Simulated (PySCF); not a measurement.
**Atomic charges against the basis set**

Compound: C₃H₂ClN₂ (charge -1).
Cartesian coordinates in Å at the PBE0-D3(BJ)/def2-SVP level; atoms count from 1:
```xyz
8
C3H2ClN2 angstrom
Cl     2.7323    0.1265   -0.7647
C      1.0265    0.0625   -0.3928
C      0.2293   -1.0709   -0.1965
N     -1.0296   -0.6865    0.0693
N     -1.0833    0.6557    0.0538
C      0.1411    1.1329   -0.2218
H      0.5217   -2.1234   -0.2390
H      0.3489    2.2040   -0.2887
```

PBE0 throughout (PySCF), one geometry, spherical d and f functions. Isolated species at its PBE0-D3(BJ)/def2-SVP geometry, gas phase. The geometry's basis has no diffuse functions. Atoms taken as equivalent share a column and are averaged.

Mulliken charges (e):

| basis | functions | Cl1 | C2 | C3/C6 | N4/N5 | H7/H8 |
| --- | --- | --- | --- | --- | --- | --- |
| STO-3G | 36 | -0.233 | -0.086 | -0.099 | -0.269 | +0.028 |
| 6-31G | 62 | +0.008 | -0.387 | -0.043 | -0.374 | +0.107 |
| pcSseg-0 | 62 | -0.048 | -0.450 | +0.059 | -0.478 | +0.169 |
| 6-31G* | 92 | -0.139 | -0.233 | -0.041 | -0.362 | +0.089 |
| def2-SVP | 98 | -0.241 | -0.095 | -0.018 | -0.253 | -0.061 |
| cc-pVDZ | 98 | -0.239 | -0.284 | +0.099 | -0.272 | -0.065 |
| pcSseg-1 | 119 | -0.252 | -0.339 | +0.105 | -0.339 | +0.029 |
| aug-cc-pVDZ | 160 | -0.318 | +0.094 | +0.582 | -0.599 | -0.372 |
| 6-311+G(2d,p) | 182 | -0.099 | +0.305 | -0.381 | -0.293 | +0.071 |
| def2-TZVP | 204 | -0.246 | +0.051 | -0.217 | -0.228 | +0.043 |
| cc-pVTZ | 212 | -0.273 | -0.027 | -0.185 | -0.206 | +0.041 |
| IGLO-III | 239 | -0.081 | -0.088 | -0.149 | -0.289 | +0.022 |

IAO charges (e):

```
        basis  functions     Cl1      C2   C3/C6   N4/N5   H7/H8
       STO-3G         36  -0.124  -0.188  -0.193  -0.244  +0.093
        6-31G         62  -0.136  -0.169  -0.173  -0.295  +0.121
     pcSseg-0         62  -0.123  -0.184  -0.167  -0.293  +0.114
       6-31G*         92  -0.136  -0.174  -0.152  -0.300  +0.107
     def2-SVP         98  -0.119  -0.173  -0.159  -0.298  +0.102
      cc-pVDZ         98  -0.132  -0.173  -0.160  -0.294  +0.107
     pcSseg-1        119  -0.125  -0.180  -0.159  -0.302  +0.113
  aug-cc-pVDZ        160  -0.125  -0.174  -0.160  -0.312  +0.121
6-311+G(2d,p)        182  -0.121  -0.179  -0.158  -0.312  +0.121
    def2-TZVP        204  -0.120  -0.180  -0.159  -0.309  +0.117
      cc-pVTZ        212  -0.125  -0.177  -0.159  -0.305  +0.116
     IGLO-III        239  -0.113  -0.178  -0.161  -0.313  +0.120
```

Hirshfeld charges (e):

```csv
basis,functions,Cl1,C2,C3/C6,N4/N5,H7/H8
STO-3G,36,-0.244,-0.049,-0.098,-0.250,-0.005
6-31G,62,-0.176,-0.098,-0.116,-0.265,+0.017
pcSseg-0,62,-0.156,-0.112,-0.128,-0.249,+0.011
6-31G*,92,-0.192,-0.091,-0.111,-0.261,+0.013
def2-SVP,98,-0.155,-0.103,-0.127,-0.248,+0.004
cc-pVDZ,98,-0.175,-0.104,-0.125,-0.240,+0.004
pcSseg-1,119,-0.167,-0.102,-0.123,-0.251,+0.009
aug-cc-pVDZ,160,-0.155,-0.104,-0.125,-0.256,+0.010
"6-311+G(2d,p)",182,-0.155,-0.109,-0.123,-0.259,+0.014
def2-TZVP,204,-0.163,-0.104,-0.123,-0.255,+0.011
cc-pVTZ,212,-0.169,-0.102,-0.123,-0.250,+0.009
IGLO-III,239,-0.140,-0.106,-0.128,-0.257,+0.008
```

ESP-fitted charges (e):

```tsv
basis	functions	Cl1	C2	C3/C6	N4/N5	H7/H8
STO-3G	36	-0.298	-0.081	+0.139	-0.419	-0.031
6-31G	62	-0.260	-0.195	+0.220	-0.493	+0.001
pcSseg-0	62	-0.250	-0.192	+0.197	-0.493	+0.017
6-31G*	92	-0.243	-0.209	+0.155	-0.443	+0.014
def2-SVP	98	-0.212	-0.228	+0.160	-0.442	+0.002
cc-pVDZ	98	-0.235	-0.205	+0.126	-0.420	+0.015
pcSseg-1	119	-0.237	-0.215	+0.154	-0.452	+0.024
aug-cc-pVDZ	160	-0.276	-0.121	+0.148	-0.466	+0.017
6-311+G(2d,p)	182	-0.267	-0.117	+0.122	-0.460	+0.030
def2-TZVP	204	-0.254	-0.147	+0.126	-0.448	+0.023
cc-pVTZ	212	-0.261	-0.137	+0.113	-0.437	+0.022
IGLO-III	239	-0.226	-0.197	+0.165	-0.464	+0.010
```

Some averages cover members that differ in this geometry, most widely: C3/C6, ESP-fitted in pcSseg-0 +0.184 to +0.209 e.

Which scheme is steadiest as the basis changes?

Largest range over the bases for any column: IAO 0.07 e, Hirshfeld 0.10 e, ESP-fitted 0.15 e, Mulliken 0.96 e. IAO charges move least and Mulliken charges most, counted in e. Without the minimal STO-3G basis the ranges are IAO 0.02, Hirshfeld 0.05, ESP-fitted 0.11, Mulliken 0.96 e.

How much do the charges still move between the two largest bases, cc-pVTZ and IGLO-III?

At most, over all atoms: Mulliken 0.192 e, IAO 0.012 e, Hirshfeld 0.030 e, ESP-fitted 0.060 e.

What do the same runs give for the total energy and the frontier levels?

```json
{"basis": "STO-3G", "energy (Eh)": "-676.9047", "HOMO (eV)": "2.39", "LUMO (eV)": "10.69"}
{"basis": "6-31G", "energy (Eh)": "-684.6944", "HOMO (eV)": "-0.94", "LUMO (eV)": "6.24"}
{"basis": "pcSseg-0", "energy (Eh)": "-683.7477", "HOMO (eV)": "-0.92", "LUMO (eV)": "6.52"}
{"basis": "6-31G*", "energy (Eh)": "-684.7914", "HOMO (eV)": "-0.91", "LUMO (eV)": "6.20"}
{"basis": "def2-SVP", "energy (Eh)": "-684.5052", "HOMO (eV)": "-1.02", "LUMO (eV)": "6.71"}
{"basis": "cc-pVDZ", "energy (Eh)": "-684.8401", "HOMO (eV)": "-0.96", "LUMO (eV)": "6.37"}
{"basis": "pcSseg-1", "energy (Eh)": "-684.7771", "HOMO (eV)": "-1.31", "LUMO (eV)": "5.98"}
{"basis": "aug-cc-pVDZ", "energy (Eh)": "-684.8686", "HOMO (eV)": "-1.53", "LUMO (eV)": "3.25"}
{"basis": "6-311+G(2d,p)", "energy (Eh)": "-684.9031", "HOMO (eV)": "-1.52", "LUMO (eV)": "3.72"}
{"basis": "def2-TZVP", "energy (Eh)": "-684.9206", "HOMO (eV)": "-1.36", "LUMO (eV)": "5.71"}
{"basis": "cc-pVTZ", "energy (Eh)": "-684.9176", "HOMO (eV)": "-1.27", "LUMO (eV)": "5.78"}
{"basis": "IGLO-III", "energy (Eh)": "-684.9194", "HOMO (eV)": "-1.39", "LUMO (eV)": "5.49"}
```

Where the HOMO energy of this anion is positive, the outermost electrons may be held by the finite basis alone.
